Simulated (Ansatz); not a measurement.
# SiH2 (singlet): B3LYP, r2SCANh, wB97M-V over a scan of the angle H2–Si1–H3, cc-pVDZ, part 2 of 2

Ansatz 0.2.0, Gaussian basis; cc-pVDZ, all electrons in the functionals. Earlier steps stand in the parts before.

### Step 16. r2SCANh, 162.0°

The input, in.yaml:

```yaml
crystal:
  periodic: [false, false, false]
  atoms:
    - {symbol: Si, position_ang: [0.000000, -0.015982, 0.000000]}
    - {symbol: H, position_ang: [0.000000, 0.222665, -1.506755]}
    - {symbol: H, position_ang: [0.000000, 0.222665, 1.506755]}
basis:
  gaussian: {orbitals: cc-pVDZ}
magnetization: {spin_polarized: true, initial_magnetization: 0}
hamiltonian: {xc: {name: r2SCANh}}
```

Started as:

```
ansatz run in.yaml --threads 1 --pin off --events-out ev --progress --plain --max-ram 2393MiB
```

The program printed (excerpt; [...] marks lines left out):

```text
Functional definition: r2SCANh
  name "r2SCANh"
  cite "Bursch, Neugebauer, Ehlert & Grimme, J. Chem. Phys. 156, 134105 (2022) doi:10.1063/5.0086040"
  cite "Furness, Kaplan, Ning, Perdew & Sun, J. Phys. Chem. Lett. 11, 8208 (2020) doi:10.1021/acs.jpclett.0c02405"
  cite "Furness, Kaplan, Ning, Perdew & Sun, J. Phys. Chem. Lett. 11, 9248 (2020) doi:10.1021/acs.jpclett.0c03077"
  parent r2scan
[...]
271 factors; integrals over basis functions are off by at most 1.3e-3 eV
[...]
mean field -7905.23892020 eV, -290.5121719539 hartree, gradient 9.2e-6 eV, S^2 0.996146; 10 other end points of the search recorded, 0 dependent functions left out
reference -7905.23892833 eV, -290.5121722527 hartree; 8, 8 occupied and 20, 20 virtual orbitals, 271 factors
Total energy: -7905.23892833 eV, -290.5121722527 hartree
```

Wall time 3.3 s (1 thread of Intel Xeon 6975P-C, shared host).

From the report: ⟨S²⟩ of the determinant 0.996 (pure singlet: 0.00). The determinant is far from a pure spin state, so its energy mixes those of several spin states (harmless only where they are near-degenerate, as at dissociation).

From 91.2°: +35.5 kcal/mol.

### Step 17. r2SCANh, 180.0°

The input, in.yaml:

```yaml
crystal:
  periodic: [false, false, false]
  atoms:
    - {symbol: Si, position_ang: [0.000000, 0.000000, 0.000000]}
    - {symbol: H, position_ang: [0.000000, 0.000000, -1.525537]}
    - {symbol: H, position_ang: [0.000000, 0.000000, 1.525537]}
basis:
  gaussian: {orbitals: cc-pVDZ}
magnetization: {spin_polarized: true, initial_magnetization: 0}
hamiltonian: {xc: {name: r2SCANh}}
```

Launched as before.

The program printed (excerpt; [...] marks lines left out):

```text
Functional definition: r2SCANh
  name "r2SCANh"
  cite "Bursch, Neugebauer, Ehlert & Grimme, J. Chem. Phys. 156, 134105 (2022) doi:10.1063/5.0086040"
  cite "Furness, Kaplan, Ning, Perdew & Sun, J. Phys. Chem. Lett. 11, 8208 (2020) doi:10.1021/acs.jpclett.0c02405"
  cite "Furness, Kaplan, Ning, Perdew & Sun, J. Phys. Chem. Lett. 11, 9248 (2020) doi:10.1021/acs.jpclett.0c03077"
  parent r2scan
[...]
269 factors; integrals over basis functions are off by at most 1.3e-3 eV
[...]
mean field -7904.95169874 eV, -290.5016167601 hartree, gradient 1.3e-5 eV, S^2 1.009711; 8 other end points of the search recorded, 0 dependent functions left out
reference -7904.95170731 eV, -290.5016170751 hartree; 8, 8 occupied and 20, 20 virtual orbitals, 269 factors
Total energy: -7904.95170731 eV, -290.5016170751 hartree
```

It took 2.1 s on 1 thread of Intel Xeon 6975P-C, shared host.

From the report: ⟨S²⟩ of the determinant 1.010 (pure singlet: 0.00). The determinant is far from a pure spin state, so its energy mixes those of several spin states (harmless only where they are near-degenerate, as at dissociation).

From 91.2°: +42.1 kcal/mol.

### Step 18. wB97M-V, 73.8°

The input, in.yaml:

```yaml
crystal:
  periodic: [false, false, false]
  atoms:
    - {symbol: Si, position_ang: [0.000000, -0.081700, 0.000000]}
    - {symbol: H, position_ang: [0.000000, 1.138249, -0.915963]}
    - {symbol: H, position_ang: [0.000000, 1.138249, 0.915963]}
basis:
  gaussian: {orbitals: cc-pVDZ}
magnetization: {spin_polarized: true, initial_magnetization: 0}
hamiltonian: {xc: {name: wB97M-V}}
output: {orbitals: {seedname: orbitals}}
```

Launched as before.

The program printed (excerpt; [...] marks lines left out):

```text
Functional definition: wB97M-V
  name "wB97M-V"
  cite "Mardirossian & Head-Gordon, J. Chem. Phys. 144, 214110 (2016) doi:10.1063/1.4952647"
  cite "Becke, J. Chem. Phys. 107, 8554 (1997) doi:10.1063/1.475007"
  cite "Vydrov & Van Voorhis, J. Chem. Phys. 133, 244103 (2010) doi:10.1063/1.3521275"
  # Of w^i u^j: cxij and so on, Table III.
[...]
  gx(w, u) = 1 - cx + cx01*u + cx10*w
[...]
271 factors; integrals over basis functions are off by at most 2.3e-3 eV
103 factors; integrals over basis functions are off by at most 7.1e-6 eV
[...]
mean field -7906.83271907 eV, -290.5707429822 hartree, gradient 3.4e-5 eV, S^2 0.000000; 1 other end points of the search recorded, 0 dependent functions left out
reference -7906.83274811 eV, -290.5707440494 hartree; 8, 8 occupied and 20, 20 virtual orbitals, 271 factors
Total energy: -7906.83274811 eV, -290.5707440494 hartree
```

It took 0.96 s on 1 thread of Intel Xeon 6975P-C, shared host.

From the report: ⟨S²⟩ of the determinant 0.000 (pure singlet: 0.00).

### Step 19. wB97M-V, 84.2°

The input, in.yaml:

```yaml
crystal:
  periodic: [false, false, false]
  atoms:
    - {symbol: Si, position_ang: [0.000000, -0.075804, 0.000000]}
    - {symbol: H, position_ang: [0.000000, 1.056108, -1.022761]}
    - {symbol: H, position_ang: [0.000000, 1.056108, 1.022761]}
basis:
  gaussian: {orbitals: cc-pVDZ}
magnetization: {spin_polarized: true, initial_magnetization: 0}
hamiltonian: {xc: {name: wB97M-V}}
output: {forces: true, orbitals: {seedname: orbitals}}
```

The command is unchanged.

The program printed (excerpt; [...] marks lines left out):

```text
Functional definition: wB97M-V
  name "wB97M-V"
  cite "Mardirossian & Head-Gordon, J. Chem. Phys. 144, 214110 (2016) doi:10.1063/1.4952647"
  cite "Becke, J. Chem. Phys. 107, 8554 (1997) doi:10.1063/1.475007"
  cite "Vydrov & Van Voorhis, J. Chem. Phys. 133, 244103 (2010) doi:10.1063/1.3521275"
  # Of w^i u^j: cxij and so on, Table III.
[...]
  gx(w, u) = 1 - cx + cx01*u + cx10*w
[...]
reference -7907.00927241 eV, -290.5772311976 hartree; 8, 8 occupied and 20, 20 virtual orbitals, 271 factors
Total energy: -7907.00927241 eV, -290.5772311976 hartree
Atom 0 at     0.000000    -0.075804     0.000000 Å, force    -0.000000     0.228504     0.000000 eV/Å
Atom 1 at     0.000000     1.056108    -1.022761 Å, force     0.000000    -0.114252    -0.383230 eV/Å
Atom 2 at     0.000000     1.056108     1.022761 Å, force     0.000000    -0.114252     0.383230 eV/Å
Dipole moment:    -0.000000    -0.002037    -0.000000 e Å
```

Run time: 1.1 s. Hardware: 1 thread of Intel Xeon 6975P-C, shared host.

From the report: ⟨S²⟩ of the determinant 0.000 (pure singlet: 0.00).

### Step 20. wB97M-V, 91.2°

The input, in.yaml:

```yaml
crystal:
  periodic: [false, false, false]
  atoms:
    - {symbol: Si, position_ang: [0.000000, -0.071477, 0.000000]}
    - {symbol: H, position_ang: [0.000000, 0.995827, -1.090012]}
    - {symbol: H, position_ang: [0.000000, 0.995827, 1.090012]}
basis:
  gaussian: {orbitals: cc-pVDZ}
magnetization: {spin_polarized: true, initial_magnetization: 0}
hamiltonian: {xc: {name: wB97M-V}}
output: {orbitals: {seedname: orbitals}}
```

The command is unchanged.

The program printed (excerpt; [...] marks lines left out):

```text
Functional definition: wB97M-V
  name "wB97M-V"
  cite "Mardirossian & Head-Gordon, J. Chem. Phys. 144, 214110 (2016) doi:10.1063/1.4952647"
  cite "Becke, J. Chem. Phys. 107, 8554 (1997) doi:10.1063/1.475007"
  cite "Vydrov & Van Voorhis, J. Chem. Phys. 133, 244103 (2010) doi:10.1063/1.3521275"
  # Of w^i u^j: cxij and so on, Table III.
[...]
  gx(w, u) = 1 - cx + cx01*u + cx10*w
[...]
271 factors; integrals over basis functions are off by at most 1.3e-3 eV
103 factors; integrals over basis functions are off by at most 7.4e-6 eV
[...]
mean field -7907.04291645 eV, -290.5784675935 hartree, gradient 3.6e-6 eV, S^2 0.000000; 1 other end points of the search recorded, 0 dependent functions left out
reference -7907.04294583 eV, -290.5784686730 hartree; 8, 8 occupied and 20, 20 virtual orbitals, 271 factors
Total energy: -7907.04294583 eV, -290.5784686730 hartree
```

Run time: 0.96 s. Hardware: 1 thread of Intel Xeon 6975P-C, shared host.

From the report: ⟨S²⟩ of the determinant 0.000 (pure singlet: 0.00).

### Step 21. wB97M-V, 107.9°

The input, in.yaml:

```yaml
crystal:
  periodic: [false, false, false]
  atoms:
    - {symbol: Si, position_ang: [0.000000, -0.060123, 0.000000]}
    - {symbol: H, position_ang: [0.000000, 0.837642, -1.233403]}
    - {symbol: H, position_ang: [0.000000, 0.837642, 1.233403]}
basis:
  gaussian: {orbitals: cc-pVDZ}
magnetization: {spin_polarized: true, initial_magnetization: 0}
hamiltonian: {xc: {name: wB97M-V}}
output: {orbitals: {seedname: orbitals}}
```

Same command.

The program printed (excerpt; [...] marks lines left out):

```text
Functional definition: wB97M-V
  name "wB97M-V"
  cite "Mardirossian & Head-Gordon, J. Chem. Phys. 144, 214110 (2016) doi:10.1063/1.4952647"
  cite "Becke, J. Chem. Phys. 107, 8554 (1997) doi:10.1063/1.475007"
  cite "Vydrov & Van Voorhis, J. Chem. Phys. 133, 244103 (2010) doi:10.1063/1.3521275"
  # Of w^i u^j: cxij and so on, Table III.
[...]
  gx(w, u) = 1 - cx + cx01*u + cx10*w
[...]
271 factors; integrals over basis functions are off by at most 1.3e-3 eV
103 factors; integrals over basis functions are off by at most 7.6e-6 eV
[...]
mean field -7906.86643994 eV, -290.5719822013 hartree, gradient 3.1e-5 eV, S^2 0.000000; 1 other end points of the search recorded, 0 dependent functions left out
reference -7906.86646947 eV, -290.5719832865 hartree; 8, 8 occupied and 20, 20 virtual orbitals, 271 factors
Total energy: -7906.86646947 eV, -290.5719832865 hartree
```

Run time: 1.1 s. Hardware: 1 thread of Intel Xeon 6975P-C, shared host.

From the report: ⟨S²⟩ of the determinant 0.000 (pure singlet: 0.00).

From 91.2°: +4.1 kcal/mol.

### Step 22. wB97M-V, 124.0°

The input, in.yaml:

```yaml
crystal:
  periodic: [false, false, false]
  atoms:
    - {symbol: Si, position_ang: [0.000000, -0.047963, 0.000000]}
    - {symbol: H, position_ang: [0.000000, 0.668233, -1.346969]}
    - {symbol: H, position_ang: [0.000000, 0.668233, 1.346969]}
basis:
  gaussian: {orbitals: cc-pVDZ}
magnetization: {spin_polarized: true, initial_magnetization: 0}
hamiltonian: {xc: {name: wB97M-V}}
output: {orbitals: {seedname: orbitals}}
```

Launched as before.

The program printed (excerpt; [...] marks lines left out):

```text
Functional definition: wB97M-V
  name "wB97M-V"
  cite "Mardirossian & Head-Gordon, J. Chem. Phys. 144, 214110 (2016) doi:10.1063/1.4952647"
  cite "Becke, J. Chem. Phys. 107, 8554 (1997) doi:10.1063/1.475007"
  cite "Vydrov & Van Voorhis, J. Chem. Phys. 133, 244103 (2010) doi:10.1063/1.3521275"
  # Of w^i u^j: cxij and so on, Table III.
[...]
  gx(w, u) = 1 - cx + cx01*u + cx10*w
[...]
271 factors; integrals over basis functions are off by at most 1.2e-3 eV
103 factors; integrals over basis functions are off by at most 1.2e-5 eV
[...]
mean field -7906.38800972 eV, -290.5544002151 hartree, gradient 5.1e-6 eV, S^2 0.000000; 1 other end points of the search recorded, 0 dependent functions left out
reference -7906.38803916 eV, -290.5544012967 hartree; 8, 8 occupied and 20, 20 virtual orbitals, 271 factors
Total energy: -7906.38803916 eV, -290.5544012967 hartree
```

Run time: 1.4 s. Hardware: 1 thread of Intel Xeon 6975P-C, shared host.

From the report: ⟨S²⟩ of the determinant 0.000 (pure singlet: 0.00).

From 91.2°: +15.1 kcal/mol.

### Step 23. wB97M-V, 140.1°

The input, in.yaml:

```yaml
crystal:
  periodic: [false, false, false]
  atoms:
    - {symbol: Si, position_ang: [0.000000, -0.034859, 0.000000]}
    - {symbol: H, position_ang: [0.000000, 0.485655, -1.433991]}
    - {symbol: H, position_ang: [0.000000, 0.485655, 1.433991]}
basis:
  gaussian: {orbitals: cc-pVDZ}
magnetization: {spin_polarized: true, initial_magnetization: 0}
hamiltonian: {xc: {name: wB97M-V}}
output: {forces: true, orbitals: {seedname: orbitals}}
```

Launched as before.

The program printed:

```text
Functional definition: wB97M-V
  name "wB97M-V"
  cite "Mardirossian & Head-Gordon, J. Chem. Phys. 144, 214110 (2016) doi:10.1063/1.4952647"
  cite "Becke, J. Chem. Phys. 107, 8554 (1997) doi:10.1063/1.475007"
  cite "Vydrov & Van Voorhis, J. Chem. Phys. 133, 244103 (2010) doi:10.1063/1.3521275"
  # Of w^i u^j: cxij and so on, Table III.
  parameter omega = 0.3/bohr
  parameter cx = 0.15
  parameter cx01 = 1.007
  parameter cx10 = 0.259
  parameter css00 = 0.443
  parameter css04 = -1.437
  parameter css10 = -4.535
  parameter css20 = -3.390
  parameter css43 = 4.278
  parameter cos00 = 1.000
  parameter cos10 = 1.358
  parameter cos20 = 2.924
  parameter cos21 = -8.812
  parameter cos60 = -1.390
  parameter cos61 = 9.142
  parameter b = 6.0
  parameter c = 0.01
  gx(w, u) = 1 - cx + cx01*u + cx10*w
  gss(w, u) = css00 + css04*u^4 + css10*w + css20*w^2 + css43*w^4*u^3
  gos(w, u) = cos00 + cos10*w + (cos20 + cos21*u)*w^2 + (cos60 + cos61*u)*w^6
  exchange = spin_sum(e_x_unif_sr(omega)*gx(b97_w, b97_u_x)) + cx*exact_x_sr(omega) + exact_x_lr(omega)
  correlation = spin_sum(e_c_pw_mod_same_spin*gss(b97_w, b97_u_same))
      + integral(e_c_pw_mod_opposite_spin*gos(b97_w_opposite, b97_u_opposite)) + vv10(b, c)
271 factors; integrals over basis functions are off by at most 1.2e-3 eV
103 factors; integrals over basis functions are off by at most 1.2e-5 eV
mean field evaluation 1: about -7905.4624 eV, gradient 4.3e0 eV
mean field evaluation 2: about -7905.6411 eV, gradient 8.6e-1 eV
mean field evaluation 4: about -7905.6511 eV, gradient 2.4e-1 eV
mean field evaluation 8: about -7905.6531 eV, gradient 7.6e-3 eV
mean field evaluation 16: about -7905.6893 eV, gradient 3.6e-1 eV
mean field evaluation 32: about -7905.6531 eV, gradient 4.6e-4 eV
mean field -7905.73910467 eV, -290.5305533942 hartree, gradient 2.0e-5 eV, S^2 0.568981; 6 other end points of the search recorded, 0 dependent functions left out
the calculation of the forces begins
reference -7905.73913357 eV, -290.5305544562 hartree; 8, 8 occupied and 20, 20 virtual orbitals, 271 factors
Total energy: -7905.73913357 eV, -290.5305544562 hartree
Atom 0 at     0.000000    -0.034859     0.000000 Å, force     0.000000    -2.820815    -0.000000 eV/Å
Atom 1 at     0.000000     0.485655    -1.433991 Å, force    -0.000000     1.410407     0.653293 eV/Å
Atom 2 at     0.000000     0.485655     1.433991 Å, force    -0.000000     1.410407    -0.653293 eV/Å
Dipole moment:    -0.000000     0.225873    -0.000000 e Å
```

Wall time 2.4 s (1 thread of Intel Xeon 6975P-C, shared host).

From the report: ⟨S²⟩ of the determinant 0.569 (pure singlet: 0.00). The determinant is far from a pure spin state, so its energy mixes those of several spin states (harmless only where they are near-degenerate, as at dissociation).

From 91.2°: +30.1 kcal/mol.

### Step 24. wB97M-V, 162.0°

The input, in.yaml:

```yaml
crystal:
  periodic: [false, false, false]
  atoms:
    - {symbol: Si, position_ang: [0.000000, -0.015982, 0.000000]}
    - {symbol: H, position_ang: [0.000000, 0.222665, -1.506755]}
    - {symbol: H, position_ang: [0.000000, 0.222665, 1.506755]}
basis:
  gaussian: {orbitals: cc-pVDZ}
magnetization: {spin_polarized: true, initial_magnetization: 0}
hamiltonian: {xc: {name: wB97M-V}}
output: {forces: true, orbitals: {seedname: orbitals}}
```

The command is unchanged.

The program printed:

```text
Functional definition: wB97M-V
  name "wB97M-V"
  cite "Mardirossian & Head-Gordon, J. Chem. Phys. 144, 214110 (2016) doi:10.1063/1.4952647"
  cite "Becke, J. Chem. Phys. 107, 8554 (1997) doi:10.1063/1.475007"
  cite "Vydrov & Van Voorhis, J. Chem. Phys. 133, 244103 (2010) doi:10.1063/1.3521275"
  # Of w^i u^j: cxij and so on, Table III.
  parameter omega = 0.3/bohr
  parameter cx = 0.15
  parameter cx01 = 1.007
  parameter cx10 = 0.259
  parameter css00 = 0.443
  parameter css04 = -1.437
  parameter css10 = -4.535
  parameter css20 = -3.390
  parameter css43 = 4.278
  parameter cos00 = 1.000
  parameter cos10 = 1.358
  parameter cos20 = 2.924
  parameter cos21 = -8.812
  parameter cos60 = -1.390
  parameter cos61 = 9.142
  parameter b = 6.0
  parameter c = 0.01
  gx(w, u) = 1 - cx + cx01*u + cx10*w
  gss(w, u) = css00 + css04*u^4 + css10*w + css20*w^2 + css43*w^4*u^3
  gos(w, u) = cos00 + cos10*w + (cos20 + cos21*u)*w^2 + (cos60 + cos61*u)*w^6
  exchange = spin_sum(e_x_unif_sr(omega)*gx(b97_w, b97_u_x)) + cx*exact_x_sr(omega) + exact_x_lr(omega)
  correlation = spin_sum(e_c_pw_mod_same_spin*gss(b97_w, b97_u_same))
      + integral(e_c_pw_mod_opposite_spin*gos(b97_w_opposite, b97_u_opposite)) + vv10(b, c)
271 factors; integrals over basis functions are off by at most 1.3e-3 eV
103 factors; integrals over basis functions are off by at most 1.2e-5 eV
mean field evaluation 1: about -7904.1463 eV, gradient 4.8e0 eV
mean field evaluation 2: about -7904.3941 eV, gradient 1.2e0 eV
mean field evaluation 4: about -7904.4185 eV, gradient 2.3e-1 eV
mean field evaluation 8: about -7904.4250 eV, gradient 2.6e-2 eV
mean field evaluation 16: about -7904.5136 eV, gradient 6.1e-1 eV
mean field evaluation 32: about -7904.4239 eV, gradient 1.5e-3 eV
mean field -7904.87519303 eV, -290.4988052270 hartree, gradient 1.7e-7 eV, S^2 0.958045; 6 other end points of the search recorded, 0 dependent functions left out
the calculation of the forces begins
reference -7904.87522182 eV, -290.4988062852 hartree; 8, 8 occupied and 20, 20 virtual orbitals, 271 factors
Total energy: -7904.87522182 eV, -290.4988062852 hartree
Atom 0 at     0.000000    -0.015982     0.000000 Å, force     0.000000    -2.371657    -0.000000 eV/Å
Atom 1 at     0.000000     0.222665    -1.506755 Å, force    -0.000000     1.185828     0.823211 eV/Å
Atom 2 at     0.000000     0.222665     1.506755 Å, force    -0.000000     1.185828    -0.823211 eV/Å
Dipole moment:    -0.000000     0.189800    -0.000000 e Å
```

Run time: 3 s. Hardware: 1 thread of Intel Xeon 6975P-C, shared host.

From the report: ⟨S²⟩ of the determinant 0.958 (pure singlet: 0.00). The determinant is far from a pure spin state, so its energy mixes those of several spin states (harmless only where they are near-degenerate, as at dissociation).

From 91.2°: +50.0 kcal/mol.

### Step 25. wB97M-V, 180.0°

The input, in.yaml:

```yaml
crystal:
  periodic: [false, false, false]
  atoms:
    - {symbol: Si, position_ang: [0.000000, 0.000000, 0.000000]}
    - {symbol: H, position_ang: [0.000000, 0.000000, -1.525537]}
    - {symbol: H, position_ang: [0.000000, 0.000000, 1.525537]}
basis:
  gaussian: {orbitals: cc-pVDZ}
magnetization: {spin_polarized: true, initial_magnetization: 0}
hamiltonian: {xc: {name: wB97M-V}}
output: {forces: true, orbitals: {seedname: orbitals}}
```

Launched as before.

The program printed:

```text
Functional definition: wB97M-V
  name "wB97M-V"
  cite "Mardirossian & Head-Gordon, J. Chem. Phys. 144, 214110 (2016) doi:10.1063/1.4952647"
  cite "Becke, J. Chem. Phys. 107, 8554 (1997) doi:10.1063/1.475007"
  cite "Vydrov & Van Voorhis, J. Chem. Phys. 133, 244103 (2010) doi:10.1063/1.3521275"
  # Of w^i u^j: cxij and so on, Table III.
  parameter omega = 0.3/bohr
  parameter cx = 0.15
  parameter cx01 = 1.007
  parameter cx10 = 0.259
  parameter css00 = 0.443
  parameter css04 = -1.437
  parameter css10 = -4.535
  parameter css20 = -3.390
  parameter css43 = 4.278
  parameter cos00 = 1.000
  parameter cos10 = 1.358
  parameter cos20 = 2.924
  parameter cos21 = -8.812
  parameter cos60 = -1.390
  parameter cos61 = 9.142
  parameter b = 6.0
  parameter c = 0.01
  gx(w, u) = 1 - cx + cx01*u + cx10*w
  gss(w, u) = css00 + css04*u^4 + css10*w + css20*w^2 + css43*w^4*u^3
  gos(w, u) = cos00 + cos10*w + (cos20 + cos21*u)*w^2 + (cos60 + cos61*u)*w^6
  exchange = spin_sum(e_x_unif_sr(omega)*gx(b97_w, b97_u_x)) + cx*exact_x_sr(omega) + exact_x_lr(omega)
  correlation = spin_sum(e_c_pw_mod_same_spin*gss(b97_w, b97_u_same))
      + integral(e_c_pw_mod_opposite_spin*gos(b97_w_opposite, b97_u_opposite)) + vv10(b, c)
269 factors; integrals over basis functions are off by at most 1.3e-3 eV
103 factors; integrals over basis functions are off by at most 1.2e-5 eV
mean field evaluation 1: about -7903.7480 eV, gradient 3.1e0 eV
mean field evaluation 2: about -7903.8633 eV, gradient 6.9e-1 eV
mean field evaluation 4: about -7903.8690 eV, gradient 1.3e-1 eV
mean field evaluation 8: about -7903.8692 eV, gradient 3.9e-4 eV
mean field evaluation 16: about -7903.8853 eV, gradient 3.8e-1 eV
mean field evaluation 32: about -7903.8687 eV, gradient 7.6e-2 eV
mean field -7904.49766587 eV, -290.4849313599 hartree, gradient 3.1e-5 eV, S^2 1.001442; 6 other end points of the search recorded, 0 dependent functions left out
the calculation of the forces begins
reference -7904.49769462 eV, -290.4849324165 hartree; 8, 8 occupied and 20, 20 virtual orbitals, 269 factors
Total energy: -7904.49769462 eV, -290.4849324165 hartree
Atom 0 at     0.000000     0.000000     0.000000 Å, force    -0.000000     0.000000     0.000000 eV/Å
Atom 1 at     0.000000     0.000000    -1.525537 Å, force    -0.000000     0.000000     1.179396 eV/Å
Atom 2 at     0.000000     0.000000     1.525537 Å, force     0.000000     0.000000    -1.179396 eV/Å
Dipole moment:    -0.000000    -0.000000     0.000000 e Å
```

Run time: 2.2 s. Hardware: 1 thread of Intel Xeon 6975P-C, shared host.

From the report: ⟨S²⟩ of the determinant 1.001 (pure singlet: 0.00). The determinant is far from a pure spin state, so its energy mixes those of several spin states (harmless only where they are near-degenerate, as at dissociation).

From 91.2°: +58.7 kcal/mol.

### Step 26. The comparison

The yardstick is full CI for this spin, exact in this basis with these frozen cores. It comes from earlier runs at the same points. Energies in kcal/mol, counted from 91.2°; blanks weren't run or aren't comparable.

| level | 73.8° | 84.2° | 91.2° | 107.9° | 124.0° | 140.1° | 162.0° | 180.0° |
| --- | --- | --- | --- | --- | --- | --- | --- | --- |
| FCI | 5.5 | 1.0 | 0.0 | 3.6 | 14.2 | 30.5 | 57.0 | 67.8 |
| B3LYP | 5.0 | 0.8 | 0.0 | 3.9 | 13.1 |  |  |  |
| r2SCANh | 5.1 | 1.1 | 0.0 | 2.2 | 9.3 |  |  |  |
| wB97M-V | 4.8 | 0.8 | 0.0 | 4.1 | 15.1 |  |  |  |

Largest miss and mean time a point (FCI took 2.2 s a point; shared hosts):

| level | largest miss (kcal/mol) | where | time a point |
| --- | --- | --- | --- |
| B3LYP | -1.1 | 124.0° | 0.65 s |
| r2SCANh | -4.9 | 124.0° | 1.6 s |
| wB97M-V | +0.9 | 124.0° | 1.6 s |

### Step 27. Outcome

What follows sums up all 2 parts.

| quantity | value |
| --- | --- |
| span of the FCI curve | 67.8 kcal/mol |
| largest miss, B3LYP | -1.1 kcal/mol (124.0°) |
| largest miss, r2SCANh | -4.9 kcal/mol (124.0°) |
| largest miss, wB97M-V | +0.9 kcal/mol (124.0°) |

Of the functionals, wB97M-V keep the smallest largest miss at the points compared (at most 0.9 kcal/mol) and r2SCANh strays most (4.9 kcal/mol, at 124.0°). B3LYP, r2SCANh, wB97M-V clearly break the spin symmetry at some points (⟨S²⟩ up to 1.01 above the pure value), so energy there is bought with a mixed spin. Functionals and the yardstick converge differently with the basis, so part of each miss in cc-pVDZ is the basis.
